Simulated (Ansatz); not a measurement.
**C₄H₈, singlet in 6-31G*: errors against RCCSDT(Q)**

Geometry: MP2(full)/6-31G*, from the G2/97 set.

```xyz
12

C     0.0000    0.0000    1.4353
C     0.0000    0.0000    0.0961
H     0.0000    0.9243    2.0049
H     0.0000   -0.9243    2.0049
C     0.0000    1.2727   -0.7023
H     0.0000    2.1530   -0.0551
H     0.8802    1.3235   -1.3531
H    -0.8802    1.3235   -1.3531
C     0.0000   -1.2727   -0.7023
H     0.0000   -2.1530   -0.0551
H    -0.8802   -1.3235   -1.3531
H     0.8802   -1.3235   -1.3531
```

Basis 6-31G* (Cartesian d functions); Ansatz 0.2.0. Only valence electrons are correlated (noble-gas cores frozen), which leaves 24 electrons in 72 orbitals. Prefix R: restricted or restricted open-shell reference. Active spaces: frontier = (8e, 8o) about the gap.

Full CI isn't at hand for all of this; RCCSDT(Q) serves as the reference, and is uncertain by about the last step of the cluster series.

The UHF ⟨S²⟩ is 0.000, the T1 diagnostic (RCCSD) is 0.0098 and the largest doubles amplitude (RCCSD) is 0.123.

Task: From what is known of these methods and the diagnostics, rank them by the size of their error in total energy against RCCSDT(Q) in 6-31G*, smallest first (an estimate: the text doesn't fix the numbers).
A. CISD
B. RMP2
C. BCCD(T)
D. MRCISD+Q (frontier space)
E. RHF

Result: C (1.80 mEh), D (12.88 mEh), B (69.42 mEh), A (100.00 mEh), E (586.96 mEh).

All errors are against RCCSDT(Q) in 6-31G*. Within each family the higher level lies nearer, as is usual though not guaranteed.

Atomization energy (electronic, same basis, no zero-point term; atoms at the same level, unrestricted beside the R rows where the molecule is a closed shell, with restricted open-shell steps beyond CCSDT(Q)) at RCCSDT(Q): 4460.0 kJ/mol. Errors of other levels:

| level | error (kJ/mol) |
| --- | --- |
| RHF | -783.1 |
| RMP2 | 28.4 |
| CISD | -245.2 |
| RCCSD | -40.4 |
| RCCSD(T) | -1.8 |
| BCCD(T) | -0.9 |
| RCCSDT | -2.2 |

This basis is far from its limit, so the value isn't to be set against a measured one. Truncated CI isn't size-consistent, which counts against it in atomization.
